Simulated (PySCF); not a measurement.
Gas-phase reaction: SiF2 + 3 SiCl4 + F2 → 4 SiCl3F

Energies from PySCF, thermal terms from the rigid-rotor harmonic-oscillator model, ideal gas at 1 bar. † marks an energy on the PBE0/def2-TZVP geometry and frequencies; other levels use their own. 6-31G* has spherical d functions here. All species are closed-shell singlets. B3LYP is the form with VWN-RPA correlation. The harmonic model lacks anharmonicity and excited electronic states, which grow with temperature; levels with a mode under 35 cm⁻¹ are left out.

```csv
level,"ΔE electronic, kJ","ΔH°(298 K), kJ","ΔS°(298 K), J/K","ΔG°(2000 K), kJ"
B3LYP/def2-TZVP†,-947,-938,-128,-696
HF/6-31G*,-1023,-1014,-129,-769
PBE/def2-TZVP†,-908,-899,-128,-657
LDA/def2-TZVP†,-967,-958,-128,-716
ωB97M-V/def2-TZVP†,-959,-950,-128,-708
```
ΔH° is lowest at HF/6-31G* and highest at PBE/def2-TZVP†. No reference value is set beside these.
